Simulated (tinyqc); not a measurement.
Worked calculation: UHF in the sto-6g basis, for H2O, spin multiplicity 3. One step of it, computed by the program tinyqc.

Task: Iteration 1: building the Fock matrix. J_ij = sum D_kl (ij|kl) with D = D(alpha) + D(beta), K_ij = sum D_kl (ik|jl) for each spin; F = H + J - K(s); E = tr D H + tr D J / 2 - 0.5 sum_s tr D(s) K(s) + E_nn.

D(alpha) at the start, order 1O 1s, 1O 2s, 1O 2px, 1O 2py, 1O 2pz, 2H 1s, 3H 1s:
```
[[1.283016, -0.289669, 0.000000, 0.000000, 0.008215, -0.007667, -0.007667],
 [-0.289669, 1.258163, 0.000000, 0.000000, -0.046337, 0.028683, 0.028683],
 [0.000000, 0.000000, 0.784549, 0.000000, 0.000000, 0.000000, 0.000000],
 [0.000000, 0.000000, 0.000000, 0.717187, 0.000000, 0.068306, -0.068306],
 [0.008215, -0.046337, 0.000000, 0.000000, 0.740468, 0.042362, 0.042362],
 [-0.007667, 0.028683, 0.000000, 0.068306, 0.042362, 0.594658, 0.038056],
 [-0.007667, 0.028683, 0.000000, -0.068306, 0.042362, 0.038056, 0.594658]]
```

D(beta) at the start, order 1O 1s, 1O 2s, 1O 2px, 1O 2py, 1O 2pz, 2H 1s, 3H 1s:
```
[[0.855344, -0.193112, 0.000000, 0.000000, 0.005477, -0.005112, -0.005112],
 [-0.193112, 0.838775, 0.000000, 0.000000, -0.030891, 0.019122, 0.019122],
 [0.000000, 0.000000, 0.523032, 0.000000, 0.000000, 0.000000, 0.000000],
 [0.000000, 0.000000, 0.000000, 0.478124, 0.000000, 0.045537, -0.045537],
 [0.005477, -0.030891, 0.000000, 0.000000, 0.493645, 0.028241, 0.028241],
 [-0.005112, 0.019122, 0.000000, 0.045537, 0.028241, 0.396439, 0.025371],
 [-0.005112, 0.019122, 0.000000, -0.045537, 0.028241, 0.025371, 0.396439]]
```

core Hamiltonian H = T + V (hartree), order 1O 1s, 1O 2s, 1O 2px, 1O 2py, 1O 2pz, 2H 1s, 3H 1s:
```
[[-32.871233, -7.264608, 0.000000, 0.000000, -0.015715, -1.189841, -1.189841],
 [-7.264608, -9.093417, 0.000000, 0.000000, -0.182408, -2.781439, -2.781439],
 [0.000000, 0.000000, -7.347534, 0.000000, 0.000000, 0.000000, 0.000000],
 [0.000000, 0.000000, 0.000000, -7.443290, 0.000000, -1.534729, 1.534729],
 [-0.015715, -0.182408, 0.000000, 0.000000, -7.422143, -1.406108, -1.406108],
 [-1.189841, -2.781439, 0.000000, -1.534729, -1.406108, -4.474478, -1.114385],
 [-1.189841, -2.781439, 0.000000, 1.534729, -1.406108, -1.114385, -4.474478]]
```

Two-electron integrals (ij|kl) in chemists' order, unique and non-zero (hartree):
```
(11|11) 4.787491    (21|11) 0.675884    (21|21) 0.121505    (22|11) 1.117379
(22|21) 0.249212    (22|22) 0.817383    (31|31) 0.025762    (32|31) 0.039145
(32|32) 0.180664    (33|11) 1.117381    (33|21) 0.249212    (33|22) 0.817382
(33|33) 0.880663    (41|41) 0.025762    (42|41) 0.039145    (42|42) 0.180664
(43|43) 0.047461    (44|11) 1.117381    (44|21) 0.249212    (44|22) 0.817382
(44|33) 0.785741    (44|44) 0.880663    (51|51) 0.025762    (52|51) 0.039145
(52|52) 0.180664    (53|53) 0.047461    (54|54) 0.047461    (55|11) 1.117381
(55|21) 0.249212    (55|22) 0.817382    (55|33) 0.785741    (55|44) 0.785741
(55|55) 0.880663    (61|11) 0.117028    (61|21) 0.020176    (61|22) 0.040512
(61|33) 0.040426    (61|41) 0.000742    (61|42) 0.001454    (61|44) 0.040571
(61|51) 0.000655    (61|52) 0.001284    (61|54) 0.000128    (61|55) 0.040539
(61|61) 0.003415    (62|11) 0.299529    (62|21) 0.067813    (62|22) 0.248173
(62|33) 0.243955    (62|41) 0.004086    (62|42) 0.030843    (62|44) 0.251067
(62|51) 0.003607    (62|52) 0.027225    (62|54) 0.006278    (62|55) 0.249496
(62|61) 0.011336    (62|62) 0.095981    (63|31) 0.007333    (63|32) 0.041941
(63|43) 0.006284    (63|53) 0.005547    (63|63) 0.013161    (64|11) 0.167575
(64|21) 0.038459    (64|22) 0.150070    (64|33) 0.143434    (64|41) 0.009329
(64|42) 0.059297    (64|44) 0.160127    (64|51) 0.001762    (64|52) 0.015320
(64|54) 0.009188    (64|55) 0.146648    (64|61) 0.006705    (64|62) 0.070540
(64|64) 0.064372    (65|11) 0.147919    (65|21) 0.033948    (65|22) 0.132467
(65|33) 0.126609    (65|41) 0.001762    (65|42) 0.015320    (65|44) 0.130250
(65|51) 0.008888    (65|52) 0.055464    (65|54) 0.009498    (65|55) 0.140540
(65|61) 0.005918    (65|62) 0.062265    (65|64) 0.045204    (65|65) 0.053063
(66|11) 0.460974    (66|21) 0.106302    (66|22) 0.446393    (66|33) 0.429164
(66|41) 0.007858    (66|42) 0.082379    (66|44) 0.458215    (66|51) 0.006936
(66|52) 0.072716    (66|54) 0.025644    (66|55) 0.451800    (66|61) 0.017922
(66|62) 0.224776    (66|64) 0.188254    (66|65) 0.166172    (66|66) 0.774999
(71|11) 0.117028    (71|21) 0.020176    (71|22) 0.040512    (71|33) 0.040426
(71|41) -0.000742   (71|42) -0.001454   (71|44) 0.040571    (71|51) 0.000655
(71|52) 0.001284    (71|54) -0.000128   (71|55) 0.040539    (71|61) 0.003368
(71|62) 0.010985    (71|64) 0.005946    (71|65) 0.005739    (71|66) 0.017201
(71|71) 0.003415    (72|11) 0.299529    (72|21) 0.067813    (72|22) 0.248173
(72|33) 0.243955    (72|41) -0.004086   (72|42) -0.030843   (72|44) 0.251067
(72|51) 0.003607    (72|52) 0.027225    (72|54) -0.006278   (72|55) 0.249496
(72|61) 0.010985    (72|62) 0.077614    (72|64) 0.039513    (72|65) 0.049035
(72|66) 0.148018    (72|71) 0.011336    (72|72) 0.095981    (73|31) 0.007333
(73|32) 0.041941    (73|43) -0.006284   (73|53) 0.005547    (73|63) 0.010301
(73|73) 0.013161    (74|11) -0.167575   (74|21) -0.038459   (74|22) -0.150070
(74|33) -0.143434   (74|41) 0.009329    (74|42) 0.059297    (74|44) -0.160127
(74|51) -0.001762   (74|52) -0.015320   (74|54) 0.009188    (74|55) -0.146648
(74|61) -0.005946   (74|62) -0.039513   (74|64) -0.010338   (74|65) -0.024450
(74|66) -0.068157   (74|71) -0.006705   (74|72) -0.070540   (74|74) 0.064372
(75|11) 0.147919    (75|21) 0.033948    (75|22) 0.132467    (75|33) 0.126609
(75|41) -0.001762   (75|42) -0.015320   (75|44) 0.130250    (75|51) 0.008888
(75|52) 0.055464    (75|54) -0.009498   (75|55) 0.140540    (75|61) 0.005739
(75|62) 0.049035    (75|64) 0.024450    (75|65) 0.040756    (75|66) 0.102032
(75|71) 0.005918    (75|72) 0.062265    (75|74) -0.045204   (75|75) 0.053063
(76|11) 0.109070    (76|21) 0.024983    (76|22) 0.099995    (76|33) 0.097511
(76|44) 0.099194    (76|51) 0.002023    (76|52) 0.018502    (76|55) 0.103279
(76|61) 0.004139    (76|62) 0.039377    (76|64) 0.025071    (76|65) 0.028723
(76|66) 0.098777    (76|71) 0.004139    (76|72) 0.039377    (76|74) -0.025071
(76|75) 0.028723    (76|76) 0.020611    (77|11) 0.460974    (77|21) 0.106302
(77|22) 0.446393    (77|33) 0.429164    (77|41) -0.007858   (77|42) -0.082379
(77|44) 0.458215    (77|51) 0.006936    (77|52) 0.072716    (77|54) -0.025644
(77|55) 0.451800    (77|61) 0.017201    (77|62) 0.148018    (77|64) 0.068157
(77|65) 0.102032    (77|66) 0.310219    (77|71) 0.017922    (77|72) 0.224776
(77|74) -0.188254   (77|75) 0.166172    (77|76) 0.098777    (77|77) 0.774999
```

nuclear repulsion = 7.83441321 hartree

Give: Coulomb J; exchange K(alpha); exchange K(beta); F(alpha); F(beta); total energy of this density.

Result:

Coulomb J (hartree), order 1O 1s, 1O 2s, 1O 2px, 1O 2py, 1O 2pz, 2H 1s, 3H 1s:
```
[[17.2005, 3.0348, 0.0000, 0.0000, 0.0126, 0.5087, 0.5087],
 [3.0348, 7.9659, 0.0000, 0.0000, 0.1474, 2.4496, 2.4496],
 [0.0000, 0.0000, 7.9319, 0.0000, 0.0000, 0.0000, 0.0000],
 [0.0000, 0.0000, 0.0000, 7.9890, 0.0000, 1.4879, -1.4879],
 [0.0126, 0.1474, 0.0000, 0.0000, 7.9770, 1.3566, 1.3566],
 [0.5087, 2.4496, 0.0000, 1.4879, 1.3566, 4.6936, 1.0148],
 [0.5087, 2.4496, 0.0000, -1.4879, 1.3566, 1.0148, 4.6936]]
```

exchange K(alpha) (hartree), order 1O 1s, 1O 2s, 1O 2px, 1O 2py, 1O 2pz, 2H 1s, 3H 1s:
```
[[5.9649, 0.9264, 0.0000, 0.0000, 0.0077, 0.1767, 0.1767],
 [0.9264, 1.6045, 0.0000, 0.0000, 0.0713, 0.6162, 0.6162],
 [0.0000, 0.0000, 1.0215, 0.0000, 0.0000, 0.0000, 0.0000],
 [0.0000, 0.0000, 0.0000, 1.0693, 0.0000, 0.2941, -0.2941],
 [0.0077, 0.0713, 0.0000, 0.0000, 1.0598, 0.2921, 0.2921],
 [0.1767, 0.6162, 0.0000, 0.2941, 0.2921, 0.7429, 0.2677],
 [0.1767, 0.6162, 0.0000, -0.2941, 0.2921, 0.2677, 0.7429]]
```

exchange K(beta) (hartree), order 1O 1s, 1O 2s, 1O 2px, 1O 2py, 1O 2pz, 2H 1s, 3H 1s:
```
[[3.9766, 0.6176, 0.0000, 0.0000, 0.0051, 0.1178, 0.1178],
 [0.6176, 1.0697, 0.0000, 0.0000, 0.0475, 0.4108, 0.4108],
 [0.0000, 0.0000, 0.6810, 0.0000, 0.0000, 0.0000, 0.0000],
 [0.0000, 0.0000, 0.0000, 0.7128, 0.0000, 0.1961, -0.1961],
 [0.0051, 0.0475, 0.0000, 0.0000, 0.7065, 0.1948, 0.1948],
 [0.1178, 0.4108, 0.0000, 0.1961, 0.1948, 0.4953, 0.1785],
 [0.1178, 0.4108, 0.0000, -0.1961, 0.1948, 0.1785, 0.4953]]
```

F(alpha) (hartree), order 1O 1s, 1O 2s, 1O 2px, 1O 2py, 1O 2pz, 2H 1s, 3H 1s:
```
[[-21.6356, -5.1563, 0.0000, 0.0000, -0.0108, -0.8578, -0.8578],
 [-5.1563, -2.7320, 0.0000, 0.0000, -0.1063, -0.9480, -0.9480],
 [0.0000, 0.0000, -0.4371, 0.0000, 0.0000, 0.0000, 0.0000],
 [0.0000, 0.0000, 0.0000, -0.5235, 0.0000, -0.3410, 0.3410],
 [-0.0108, -0.1063, 0.0000, 0.0000, -0.5050, -0.3417, -0.3417],
 [-0.8578, -0.9480, 0.0000, -0.3410, -0.3417, -0.5238, -0.3673],
 [-0.8578, -0.9480, 0.0000, 0.3410, -0.3417, -0.3673, -0.5238]]
```

F(beta) (hartree), order 1O 1s, 1O 2s, 1O 2px, 1O 2py, 1O 2pz, 2H 1s, 3H 1s:
```
[[-19.6473, -4.8475, 0.0000, 0.0000, -0.0082, -0.7989, -0.7989],
 [-4.8475, -2.1971, 0.0000, 0.0000, -0.0825, -0.7426, -0.7426],
 [0.0000, 0.0000, -0.0966, 0.0000, 0.0000, 0.0000, 0.0000],
 [0.0000, 0.0000, 0.0000, -0.1671, 0.0000, -0.2430, 0.2430],
 [-0.0082, -0.0825, 0.0000, 0.0000, -0.1517, -0.2443, -0.2443],
 [-0.7989, -0.7426, 0.0000, -0.2430, -0.2443, -0.2761, -0.2781],
 [-0.7989, -0.7426, 0.0000, 0.2430, -0.2443, -0.2781, -0.2761]]
```

total energy of this density = -76.193733 hartree

This density is the starting one; it is not idempotent, so its energy is not variational and may lie below the converged one.
